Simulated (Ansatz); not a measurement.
Ansatz (a first-principles code) input (revPBE/def2-TZVPD):

Ansatz 0.2 input:
```yaml
crystal:
  periodic: [false, false, false]
  atoms:
    - {symbol: O, position_ang: [-0.09788910, -0.14223064, 0.59918690]}
    - {symbol: C, position_ang: [0.11020707, 0.04653981, -0.61310884]}
    - {symbol: H, position_ang: [0.09106748, 1.04600479, -1.05194397]}
    - {symbol: H, position_ang: [0.31173752, -0.84557014, -1.20537534]}
    - {symbol: H, position_ang: [-0.28093466, 0.65817156, 1.14247713]}
basis:
  gaussian:
    orbitals: def2-TZVPD
hamiltonian:
  xc: {name: revPBE}
total_charge: 1
output: {forces: true}
```

Output:

```
Functional definition: revPBE
integrals: 0.02 GiB planned
511 factors; their error is unknown
mean field: 0.21 GiB planned
mean field evaluation 1: about -3111.3565 eV, gradient 8.8e1 eV
mean field evaluation 2: about -3069.1424 eV, gradient 1.6e2 eV
mean field evaluation 4: about -3123.5810 eV, gradient 1.3e1 eV
mean field evaluation 8: about -3123.9552 eV, gradient 3.6e-2 eV
mean field evaluation 16: about -3123.9296 eV, gradient 4.2e-6 eV
mean field -3123.92964119 eV, -114.8022968382 hartree, gradient 5.1e-6 eV, S^2 0.000000; 0 other end points of the search recorded, 0 dependent functions left out
the calculation of the forces begins
reference -3123.92967904 eV, -114.8022982291 hartree; 8, 8 occupied and 96, 96 virtual orbitals, 511 factors
Total energy: -3123.92967904 eV, -114.8022982291 hartree
Atom 0 at    -0.097889    -0.142231     0.599187 Å, force    -0.074785    -0.564978     0.704739 eV/Å
Atom 1 at     0.110207     0.046540    -0.613109 Å, force     0.089233     0.180139    -0.573527 eV/Å
Atom 2 at     0.091067     1.046005    -1.051944 Å, force    -0.001622     0.291554    -0.149144 eV/Å
Atom 3 at     0.311738    -0.845570    -1.205375 Å, force     0.058748    -0.268600    -0.168026 eV/Å
Atom 4 at    -0.280935     0.658172     1.142477 Å, force    -0.071573     0.361885     0.185959 eV/Å
Dipole moment:     0.001157     0.347471    -0.194232 e Å
```

It need not be the lowest isomer of its formula.
